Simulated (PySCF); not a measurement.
# Structure from NMR data

The spectra below were simulated for a compound C5H10O.

¹H NMR (500 MHz, computed): δ 3.49 (m, 4H), 1.45 (m, 2H), 1.31 (m, 4H).

¹³C{¹H} NMR (computed): δ 69.4 (2C), 28.5 (2C), 25.8.

- shielding tensors at PBE0/pcSseg-1 (GIAO)
- PBE0-D3(BJ)/def2-SVP structure
- B3LYP/pcJ-1 coupling constants (without the spin–dipole term)
- program: PySCF 2.14
- no solvent model, one conformer, non-relativistic, averaged over atoms made equivalent by symmetry, fast rotation or ring inversion

Shifts are taken against calculated references (same method and geometry level): ¹H, ¹³C against TMS.

Question: What is the structure?

Answer: 
- Rings plus π bonds: 1 (1 ring in the answer).
- 3 carbon signals for 5 carbons: some carbons are equivalent by symmetry or fast rotation.
- Carbon types of the structure: 5 × CH2, which accounts for all hydrogens.
- δC 69.4: sp3 CH2 bonded to O; pulled downfield by the heteroatom.
- δC 28.5, 25.8: sp3 CH2 in a ring; aliphatic region, no heteroatom directly attached.
- δH 3.49: hydrogen on an sp3 CH2 bonded to O; its carbon carries O, an electronegative neighbour.
- δH 1.45, 1.31: hydrogen on an sp3 CH2 in a ring.

Structure: `C1CCOCC1`.

The shifts were computed for this structure.

Splittings below 1 Hz are ignored in the labels, and close J values are merged. Couplings among chemically equivalent protons are left out too, so labels in AA′BB′ or AA′XX′ sets are apparent multiplicities. Unscaled 3J(H,H) at this level run about 10 % above measured values. Shifts are as computed. Against solution values, carbons near 30 ppm lie about +2 ppm off and those near 130 ppm about +5 ppm. Of 1211 compounds with measured shifts, 218 miss one by over three times the rms of a fit or turn the order of signals round; such compounds aren't used in these exercises.
